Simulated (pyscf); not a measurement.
`[IH]` + `[OH][SiH3]` → `[SiH3][I]` + `[OH2]`, a four-centre exchange (singlet surface; H–I, O–Si broken, I–Si, H–O formed). Structures and frequencies: ωB97X-D3(BJ)/def2-SVP in PySCF. MP2 and CC: frozen core, UHF for open shells. ΔMP2 is the change of the MP2 total energy from the triple- to the quadruple-zeta basis. Energies in eV from the separated reactants.

AM1 to PM7: differences of heats of formation from MOPAC. 

Q: In single points PM3 puts the saddle at -0.56 eV and the reaction energy at -0.74 eV. Should these be trusted to within a few kcal/mol? Compare with CCSD(T)/def2-TZVPP + ΔMP2(QZVPP).

A: CCSD(T)/def2-TZVPP + ΔMP2(QZVPP) gives ΔE‡ = 0.77 eV and ΔE = 0.00 eV. PM3 lies 1.33 eV under it in the barrier and 0.74 eV under it in the reaction energy, so on this step it does not hold to within 0.13 eV. At PM3 this geometry lies under one side, so its ΔE‡ may be no barrier of that level. CCSD(T)/def2-TZVPP + ΔMP2(QZVPP) has limits of its own. This is the saddle that the search found; another between the same sides may lie lower. The CCSD(T) − MP2 part came from Ansatz, without density fitting, on the same reference. The frozen core leaves the outer d or s,p core shells of the metals and heavy elements correlated in the MP2 and CC values, and def2-TZVPP describes them poorly, which can shift differences by a few kcal/mol. Elements past Kr carry the def2 core potentials, without spin-orbit coupling.
